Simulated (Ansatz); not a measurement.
BH2⁻, triplet: reading a ladder of total energies

Geometry: a point of a stretch scan, not a stationary point.

```xyz
3

B     0.0000   -0.0916    0.0204
H     0.0000    0.5535   -1.3304
H     0.0000    0.4294    1.1115
```

Basis aug-cc-pVDZ; Ansatz 0.2.0. Only valence electrons are correlated (noble-gas cores frozen), which leaves 6 electrons in 40 orbitals. Prefix R: restricted or restricted open-shell reference; prefix U: unrestricted.

Full CI is exact within this basis and frozen core; it isn't the basis-set limit. The frozen core follows each run's orbitals, which can shift R against U totals by a few meV.

Runs differ by some tens of microhartree through their thresholds and, for an open shell, their frozen cores, so steps under 0.1 kcal/mol mean nothing.

```tsv
level	total energy (hartree)
UHF	-25.717400
UMP2	-25.806564
UCCSD	-25.828942
UCCSD(T)	-25.832195
UCCSDT	-25.833048
UCCSDT(Q)	-25.833168
full CI	-25.833176
```

**Question.** What is the correlation energy at full CI, and what share of it do UMP2 and UCCSD recover?

**Answer.** E(corr) = -25.833176 − (-25.717400) = -0.115776 hartree = -3.150 eV. UMP2: -0.089164 / -0.115776 = 77.01 %. UCCSD: -0.111542 / -0.115776 = 96.34 %.

**Question.** By how many kcal/mol does UCCSD(T) miss full CI (1 hartree = 627.509 kcal/mol), and which steps make up the rest?

**Answer.** -25.832195 − (-25.833176) = 0.000981 hartree = 0.62 kcal/mol. Steps: UCCSDT − UCCSD(T) = -0.54, UCCSDT(Q) − UCCSDT = -0.08, full CI − UCCSDT(Q) = -0.01 kcal/mol. That is within 1 kcal/mol of the reference in this basis, which itself misses far more of the correlation at the basis-set limit.
